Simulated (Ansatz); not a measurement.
# AlCO (sextet): from Hartree-Fock to the top rungs, def2-TZVPP

The task here is to estimate one member of a computed series from the others.

Computed with Ansatz 0.2.0, Gaussian basis. Level: def2-TZVPP, core rule «outside noble gas», up to 7 orbitals frozen.

The runs, in order: UHF; ROHF; CCSD(T) on UHF.

## The system

The geometry is a PBE0/def2-TZVP stationary point (not a proven minimum) of the parent state, kept for this charge and spin.

3 atoms, charge 0, spin multiplicity 6.

Atoms are counted from 1 here; the program's logs count them from 0.

Bond lengths: Al1–O2 1.815 Å, O2–C3 1.176 Å. Angles: Al1–O2–C3 180.0°.

Set-up of the first run:

Contents of in.yaml:

```yaml
crystal:
  periodic: [false, false, false]
  atoms:
    - {symbol: Al, position_ang: [0.000000, 0.000000, 1.602200]}
    - {symbol: O, position_ang: [0.000000, 0.000000, -0.213200]}
    - {symbol: C, position_ang: [0.000000, 0.000000, -1.389000]}
basis:
  gaussian: {orbitals: def2-TZVPP}
magnetization: {spin_polarized: true, initial_magnetization: 5}
hamiltonian: {xc: hf}
output: {orbitals: {seedname: orbitals}}
```

The run is started by

```sh
ansatz run in.yaml --threads 1 --pin off --events-out ev --progress --plain --max-ram 3968MiB --backend cpu
```

Steps of the session up to this table: UHF; ROHF; CCSD(T) on UHF.

One of the session's tables, all rows but one given; the rest of the session is left out.

```
  method  from UCCSD(T) (meV)
    ROHF              +9728.8
     UHF              +9564.0
    UMP2               +758.5
   UCCSD                    ?
UCCSD(T)                    0
```

Estimate the missing values for UCCSD.

The run gave: from UCCSD(T) (meV): +378.6. In the column «from UCCSD(T) (meV)» it lies between UCCSD(T) (0) and UMP2 (+758.5).
